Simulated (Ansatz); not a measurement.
Al₂N. The state is a quartet with charge 0. Geometry PBE0-D4/def2-TZVP; atoms count from 1.

Cartesian coordinates in Å:
```
Al 0.301 -0.721 -1.503
Al -0.301 0.720 1.504
N 0.000 0.001 -0.001
```

At PBE0-D4/def2-TZVP a doublet of charge 0 lies 2.94 eV below the quartet, each at its own geometry. The structure comes from a short search, and lower isomers may exist.

Problem. Estimate the Mulliken populations from the PBE0/def2-TZVP orbitals of Ansatz.

Solution. 
```json
{"atom": "Al1", "charge (e)": "0.13", "spin (α − β)": "1.49"}
{"atom": "Al2", "charge (e)": "0.13", "spin (α − β)": "1.49"}
{"atom": "N3", "charge (e)": "-0.27", "spin (α − β)": "0.02"}
```
Mulliken values and Mayer orders depend strongly on the basis.

Problem. Where does the spin sit?

Solution. Summed by element: Al 2.98, N 0.02, of 3 unpaired in all. Largest on single atoms: Al1 1.49, Al2 1.49, N3 0.02.

Problem. And the Mayer bond orders between bonded heavy atoms (over 0.3)?

Solution. Al1–N3 1.66 (1.69 Å); Al2–N3 1.66 (1.69 Å). Values over 0.3 also appear between atoms too far apart for a bond (Al1–Al2 0.53 at 3.39 Å); they arise where an orbital or an unpaired electron spreads over both atoms.
